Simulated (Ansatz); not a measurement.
Input for Ansatz (an electronic-structure program): R-CCSD(T)/cc-pVTZ on ethane (SMILES CC), atoms moved off the minimum.

Ansatz 0.2 input:
```yaml
crystal:
  periodic: [false, false, false]
  atoms:
    - {symbol: C, position_ang: [-0.73515262, 0.04542208, 0.02620928]}
    - {symbol: C, position_ang: [0.71551969, -0.14621099, 0.00352101]}
    - {symbol: H, position_ang: [-1.22503287, -0.47345429, -0.88413802]}
    - {symbol: H, position_ang: [-1.03689698, 1.15485692, -0.32128962]}
    - {symbol: H, position_ang: [-1.20753883, -0.03182067, 0.86911023]}
    - {symbol: H, position_ang: [0.91298667, -1.23219004, 0.34316205]}
    - {symbol: H, position_ang: [1.28272982, 0.51275959, 0.64574494]}
    - {symbol: H, position_ang: [1.25586334, 0.15935495, -1.07173551]}
basis:
  gaussian:
    orbitals: cc-pVTZ
magnetization: {spin_polarized: false}
correlation: {method: ccsd_t, electrons: outside_noble_gas}
scf: {lower_state_search: off}
output: {forces: true}
```

The head of its log:

```
WARN ansatz: RAYON_NUM_THREADS=1 ignored (pool sized by the plan → 1); use --threads N
Functional definition: HF
these checks for a lower state are left out or cut short: starts, cluster_reference, orbital_swaps, neighbouring_geometries, increment
integrals: 0.31 GiB planned
792 factors; integrals over basis functions are off by at most 9.4e-4 eV
mean field: 0.25 GiB planned
mean field evaluation 1: about -2153.5434 eV, gradient 2.7e1 eV
mean field evaluation 2: about -2153.5411 eV, gradient 2.7e1 eV
mean field evaluation 4: about -2155.4422 eV, gradient 2.5e0 eV
mean field evaluation 8: about -2155.4676 eV, gradient 8.2e-2 eV
mean field -2155.46766892 eV, -79.2119758044 hartree, gradient 3.0e-6 eV, S^2 0.000000; 0 other end points of the search recorded, 0 dependent functions left out
2 core orbitals not correlated
reference -2155.46766892 eV, -79.2119758044 hartree; 7, 7 occupied and 135, 135 virtual orbitals, 792 factors
densities: 1.45 GiB planned
```

### Question
What total energy does the run end on?

### Answer
-79.6313 hartree (reference determinant -79.2120, T1 diagnostic 0.009).
